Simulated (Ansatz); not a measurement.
The first iterations of a band of C3H5N (9 atoms, charge 0, multiplicity 1).

All numbers below come from Ansatz, RKS CAM-B3LYP/def2-mTZVP.

```json
{
 "movable images": "5",
 "climbing image": "yes",
 "spring": "5.0 eV/Å²",
 "optimiser": "quadratic models (default)",
 "start path": "IDPP",
 "force threshold": "0.05 eV/Å",
 "iteration limit": "60",
 "end points": "relaxed"
}
```

First end point:

```xyz
9
Properties=species:S:1:pos:R:3
N -0.221 1.295 -0.583
C 0.498 0.102 -0.192
C -0.165 -1.203 0.116
C 0.255 -0.519 1.128
H -0.264 1.376 -1.594
H -1.175 1.266 -0.236
H 1.506 0.115 -0.601
H -0.683 -2.073 -0.251
H 0.337 -0.406 2.196
```

Last end point:

```xyz
9
Properties=species:S:1:pos:R:3
N -0.282 1.109 -0.870
C 0.503 0.121 -0.163
C 0.020 -1.271 -0.039
C 0.027 -0.595 1.062
H -1.272 0.969 -0.696
H -0.046 2.047 -0.562
H 1.565 0.310 -0.302
H -0.222 -2.182 -0.560
H -0.205 -0.553 2.113
```

| iteration | highest image above the first end (eV) | largest band force component (eV/Å) |
| --- | --- | --- |
| 1 | 0.143 | 0.810 |
| 2 | 0.088 | 0.313 |

Question: Does the band converge within its limit, and where does its top end?

Answer: The run converged. It ended after 5 iterations with the highest image 0.072 eV above the first end. A vibrational analysis at the climbing image gives one clearly imaginary mode, 211i cm⁻¹: a first-order saddle point.

The run took 45 s on 2 threads of Arm Neoverse V2 (shared host), peak memory 0.18 GiB.
